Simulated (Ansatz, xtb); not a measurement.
CH4AlO−: which of two structures lies lower

Structure a is a singlet given by its coordinates and structure b is a singlet given by its coordinates. Both are isolated ions in the gas phase, relaxed with PBE0-D3(BJ)/def2-SVPD.

a (Å):

```yaml
atoms:
  - { symbol: C, position_ang: [0.0892, 0.2718, 1.1965] }
  - { symbol: Al, position_ang: [-0.7099, 0.0649, -0.6353] }
  - { symbol: O, position_ang: [-2.2664, -0.3745, -1.0071] }
  - { symbol: H, position_ang: [0.4742, 1.2971, 1.3508] }
  - { symbol: H, position_ang: [0.9572, -0.4002, 1.3317] }
  - { symbol: H, position_ang: [-0.6302, 0.0580, 2.0044] }
  - { symbol: H, position_ang: [0.4669, 0.4125, -1.7284] }
```

Close contacts (Å): C1–Al2 2.01, Al2–O3 1.66, C1–H4 1.11, C1–H5 1.11, C1–H6 1.10, Al2–H7 1.64.

b (Å):

```xyz
7

C    -0.1498    0.9706    1.0235
Al   -0.2394   -0.6030   -0.1157
O    -0.4881    1.1756   -0.3666
H    -0.9577    1.2902    1.7122
H     0.7917    1.4787    1.3142
H     1.0771   -1.2902   -0.7826
H    -1.5450   -1.5728   -0.1861
```

Close contacts (Å): C1–Al2 1.94, C1–O3 1.45, Al2–O3 1.81, C1–H4 1.11, C1–H5 1.11, Al2–H6 1.63, Al2–H7 1.63.

Quicker runs give these differences E(b) − E(a): GFN2-xTB +17.8 kcal/mol; HF/STO-3G −32.5 kcal/mol (at GFN2-xTB geometries); r2SCAN-D4/def2-SVPD +20.3 kcal/mol (at GFN2-xTB geometries).

Estimate which is lower in electronic energy at CCSD(T)/def2-SVPD + ΔMP2/def2-TZVPPD, and by roughly how much.

The CCSD(T)/def2-SVPD + ΔMP2/def2-TZVPPD calculation puts structure a lower, by 23.5 kcal/mol.

How the difference moves with the method:

```json
{"level": "GFN2-xTB", "geometry": "GFN2-xTB", "E(b) − E(a) (kcal/mol)": "+17.8", "departure from the last row (kcal/mol)": "−5.7", "job, with rough time for the two": "optimisation, 0.076 s"}
{"level": "HF/STO-3G", "geometry": "GFN2-xTB", "E(b) − E(a) (kcal/mol)": "−32.5", "departure from the last row (kcal/mol)": "−56.0", "job, with rough time for the two": "single point, 0.16 s"}
{"level": "r2SCAN-D4/def2-SVPD", "geometry": "GFN2-xTB", "E(b) − E(a) (kcal/mol)": "+20.3", "departure from the last row (kcal/mol)": "−3.2", "job, with rough time for the two": "single point, 3.4 s"}
{"level": "PBE0-D3(BJ)/def2-SVPD", "geometry": "PBE0-D3(BJ)/def2-SVPD", "E(b) − E(a) (kcal/mol)": "+18.8", "departure from the last row (kcal/mol)": "−4.7", "job, with rough time for the two": "optimisation, 43 s"}
{"level": "HF/def2-SVPD", "geometry": "PBE0-D3(BJ)/def2-SVPD", "E(b) − E(a) (kcal/mol)": "+17.1", "departure from the last row (kcal/mol)": "−6.4", "job, with rough time for the two": "part of the CCSD(T) run"}
{"level": "MP2/def2-SVPD", "geometry": "PBE0-D3(BJ)/def2-SVPD", "E(b) − E(a) (kcal/mol)": "+27.3", "departure from the last row (kcal/mol)": "+3.8", "job, with rough time for the two": "part of the CCSD(T) run"}
{"level": "CCSD(T)/def2-SVPD", "geometry": "PBE0-D3(BJ)/def2-SVPD", "E(b) − E(a) (kcal/mol)": "+23.0", "departure from the last row (kcal/mol)": "−0.5", "job, with rough time for the two": "single point"}
{"level": "CCSD(T)/def2-SVPD + ΔMP2/def2-TZVPPD", "geometry": "PBE0-D3(BJ)/def2-SVPD", "E(b) − E(a) (kcal/mol)": "+23.5", "departure from the last row (kcal/mol)": "", "job, with rough time for the two": "single point, 17 s"}
```

HF/STO-3G puts the two in the other order. The largest departure from CCSD(T)/def2-SVPD + ΔMP2/def2-TZVPPD is that of HF/STO-3G, 56.0 kcal/mol. The last row adds to CCSD(T) the change of the MP2 difference between the two basis sets, here +0.5 kcal/mol.

With harmonic frequencies from PBE0-D3(BJ)/def2-SVPD (ideal gas, rigid rotor, one conformer each, 600 K, 1 atm): the zero-point term adds −1.1 kcal/mol; ΔH is +21.6 and ΔG +25.3 kcal/mol.

The T1 diagnostic of structure a is large, so the coupled-cluster value is less sure. The correlated steps freeze 7 core orbitals. Programs: Ansatz 0.2.0, xtb 6.7.1; the last row on 1 thread of Arm Neoverse V2 on a shared host.
